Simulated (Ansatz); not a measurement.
Ansatz (a quantum-chemistry and plane-wave program) input (B3LYP-D3(BJ)/def2-TZVP):

Ansatz 0.2 input:
```yaml
crystal:
  periodic: [false, false, false]
  atoms:
    - {symbol: Si, position_ang: [-0.00000000, -0.00000000, -0.55023073]}
    - {symbol: O, position_ang: [0.00000000, 0.00000000, 0.96290378]}
basis:
  gaussian:
    orbitals: def2-TZVP
hamiltonian:
  xc: b3lyp
  dispersion: d3bj
phonons: {temperatures: {t_min: 298.15, t_max: 298.15, t_step: 100}}
```

Output:

```
Functional definition: B3LYP
integrals: 0.01 GiB planned
412 factors; their error is unknown
mean field: 0.13 GiB planned
mean field evaluation 1: about -9916.7727 eV, gradient 7.2e1 eV
mean field evaluation 2: about -9792.0196 eV, gradient 2.0e2 eV
mean field evaluation 4: about -9926.2513 eV, gradient 5.2e0 eV
mean field evaluation 8: about -9926.3138 eV, gradient 1.6e-2 eV
mean field evaluation 16: about -9926.3430 eV, gradient 5.6e-6 eV
mean field -9926.34304829 eV, -364.7863787078 hartree, gradient 5.6e-6 eV, S^2 0.000000; 0 other end points of the search recorded, 0 dependent functions left out
the calculation of the forces begins
reference -9926.34321377 eV, -364.7863847888 hartree; 11, 11 occupied and 57, 57 virtual orbitals, 412 factors
these checks for a lower state are left out or cut short: stability, starts, cluster_reference, orbital_swaps, neighbouring_geometries, increment
integrals: 0.01 GiB planned
412 factors; their error is unknown
mean field: 0.13 GiB planned
mean field -9926.34304830 eV, -364.7863787079 hartree, gradient 1.9e-7 eV, S^2 0.000000; 0 other end points of the search recorded, 0 dependent functions left out
the calculation of the forces begins
reference -9926.34321377 eV, -364.7863847890 hartree; 11, 11 occupied and 57, 57 virtual orbitals, 412 factors
these checks for a lower state are left out or cut short: stability, starts, cluster_reference, orbital_swaps, neighbouring_geometries, increment
integrals: 0.01 GiB planned
412 factors; their error is unknown
mean field: 0.13 GiB planned
mean field -9926.34304830 eV, -364.7863787079 hartree, gradient 1.9e-7 eV, S^2 0.000000; 0 other end points of the search recorded, 0 dependent functions left out
the calculation of the forces begins
reference -9926.34321377 eV, -364.7863847890 hartree; 11, 11 occupied and 57, 57 virtual orbitals, 412 factors
these checks for a lower state are left out or cut short: stability, starts, cluster_reference, orbital_swaps, neighbouring_geometries, increment
integrals: 0.01 GiB planned
412 factors; their error is unknown
mean field: 0.13 GiB planned
mean field evaluation 32: about -9926.3430 eV, gradient 1.1e-1 eV
mean field -9926.34304830 eV, -364.7863787079 hartree, gradient 1.9e-7 eV, S^2 0.000000; 0 other end points of the search recorded, 0 dependent functions left out
the calculation of the forces begins
reference -9926.34321377 eV, -364.7863847890 hartree; 11, 11 occupied and 57, 57 virtual orbitals, 412 factors
these checks for a lower state are left out or cut short: stability, starts, cluster_reference, orbital_swaps, neighbouring_geometries, increment
integrals: 0.01 GiB planned
412 factors; their error is unknown
mean field: 0.13 GiB planned
mean field -9926.34304830 eV, -364.7863787079 hartree, gradient 1.9e-7 eV, S^2 0.000000; 0 other end points of the search recorded, 0 dependent functions left out
the calculation of the forces begins
reference -9926.34321377 eV, -364.7863847890 hartree; 11, 11 occupied and 57, 57 virtual orbitals, 412 factors
these checks for a lower state are left out or cut short: stability, starts, cluster_reference, orbital_swaps, neighbouring_geometries, increment
integrals: 0.01 GiB planned
412 factors; their error is unknown
mean field: 0.13 GiB planned
mean field -9926.34285871 eV, -364.7863717407 hartree, gradient 1.8e-6 eV, S^2 0.000000; 0 other end points of the search recorded, 0 dependent functions left out
the calculation of the forces begins
reference -9926.34302420 eV, -364.7863778223 hartree; 11, 11 occupied and 57, 57 virtual orbitals, 412 factors
these checks for a lower state are left out or cut short: stability, starts, cluster_reference, orbital_swaps, neighbouring_geometries, increment
integrals: 0.01 GiB planned
412 factors; their error is unknown
mean field: 0.13 GiB planned
mean field -9926.34286841 eV, -364.7863720971 hartree, gradient 1.8e-6 eV, S^2 0.000000; 0 other end points of the search recorded, 0 dependent functions left out
the calculation of the forces begins
reference -9926.34303387 eV, -364.7863781777 hartree; 11, 11 occupied and 57, 57 virtual orbitals, 412 factors
these checks for a lower state are left out or cut short: stability, starts, cluster_reference, orbital_swaps, neighbouring_geometries, increment
integrals: 0.01 GiB planned
412 factors; their error is unknown
mean field: 0.13 GiB planned
mean field evaluation 64: about -9926.3430 eV, gradient 1.5e-4 eV
mean field -9926.34304830 eV, -364.7863787079 hartree, gradient 1.9e-7 eV, S^2 0.000000; 0 other end points of the search recorded, 0 dependent functions left out
the calculation of the forces begins
reference -9926.34321377 eV, -364.7863847890 hartree; 11, 11 occupied and 57, 57 virtual orbitals, 412 factors
these checks for a lower state are left out or cut short: stability, starts, cluster_reference, orbital_swaps, neighbouring_geometries, increment
integrals: 0.01 GiB planned
412 factors; their error is unknown
mean field: 0.13 GiB planned
mean field -9926.34304830 eV, -364.7863787079 hartree, gradient 1.9e-7 eV, S^2 0.000000; 0 other end points of the search recorded, 0 dependent functions left out
the calculation of the forces begins
reference -9926.34321377 eV, -364.7863847890 hartree; 11, 11 occupied and 57, 57 virtual orbitals, 412 factors
these checks for a lower state are left out or cut short: stability, starts, cluster_reference, orbital_swaps, neighbouring_geometries, increment
integrals: 0.01 GiB planned
412 factors; their error is unknown
mean field: 0.13 GiB planned
mean field -9926.34304830 eV, -364.7863787079 hartree, gradient 1.9e-7 eV, S^2 0.000000; 0 other end points of the search recorded, 0 dependent functions left out
the calculation of the forces begins
reference -9926.34321377 eV, -364.7863847890 hartree; 11, 11 occupied and 57, 57 virtual orbitals, 412 factors
these checks for a lower state are left out or cut short: stability, starts, cluster_reference, orbital_swaps, neighbouring_geometries, increment
integrals: 0.01 GiB planned
412 factors; their error is unknown
mean field: 0.13 GiB planned
mean field -9926.34304830 eV, -364.7863787079 hartree, gradient 1.9e-7 eV, S^2 0.000000; 0 other end points of the search recorded, 0 dependent functions left out
the calculation of the forces begins
reference -9926.34321377 eV, -364.7863847890 hartree; 11, 11 occupied and 57, 57 virtual orbitals, 412 factors
these checks for a lower state are left out or cut short: stability, starts, cluster_reference, orbital_swaps, neighbouring_geometries, increment
integrals: 0.01 GiB planned
412 factors; their error is unknown
mean field: 0.13 GiB planned
mean field evaluation 96: about -9926.3429 eV, gradient 1.8e-6 eV
mean field -9926.34286841 eV, -364.7863720971 hartree, gradient 1.8e-6 eV, S^2 0.000000; 0 other end points of the search recorded, 0 dependent functions left out
the calculation of the forces begins
reference -9926.34303387 eV, -364.7863781777 hartree; 11, 11 occupied and 57, 57 virtual orbitals, 412 factors
these checks for a lower state are left out or cut short: stability, starts, cluster_reference, orbital_swaps, neighbouring_geometries, increment
integrals: 0.01 GiB planned
412 factors; their error is unknown
mean field: 0.13 GiB planned
mean field -9926.34285871 eV, -364.7863717407 hartree, gradient 1.8e-6 eV, S^2 0.000000; 0 other end points of the search recorded, 0 dependent functions left out
the calculation of the forces begins
reference -9926.34302420 eV, -364.7863778223 hartree; 11, 11 occupied and 57, 57 virtual orbitals, 412 factors
Total energy: -9926.37801676 eV, -364.7876637752 hartree
Atom 0 at    -0.000000    -0.000000    -0.550231 Å, force    -0.000000    -0.000000    -0.001233 eV/Å
Atom 1 at     0.000000     0.000000     0.962904 Å, force     0.000000     0.000000     0.001233 eV/Å
Dipole moment:    -0.000000     0.000000    -0.648552 e Å
Vibrations: 1255.87 cm⁻¹, zero-point energy 0.077854 eV
```
